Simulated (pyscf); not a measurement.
Optimised with ωB97X-D3(BJ)/def2-SVP in PySCF.

**Question.** cyclic C₅H₇N (SMILES C1=CCN=CC1) -> HC≡N + H₂C=CH–CH=CH₂
Surface: singlet. Broken: C–C, C–N. Formed: none. Give ΔE‡ and ΔE from ωB97M-D3(BJ)/def2-TZVP, relative to the reactant's lowest minimum found.

**Answer.** ΔE‡ = 2.32 eV, ΔE = +1.12 eV. Zero-point energy shifts the barrier by -0.16 eV. It is a cycloreversion, with an imaginary mode of 612i cm⁻¹. This is the saddle that the search found; another between the same sides may lie lower.
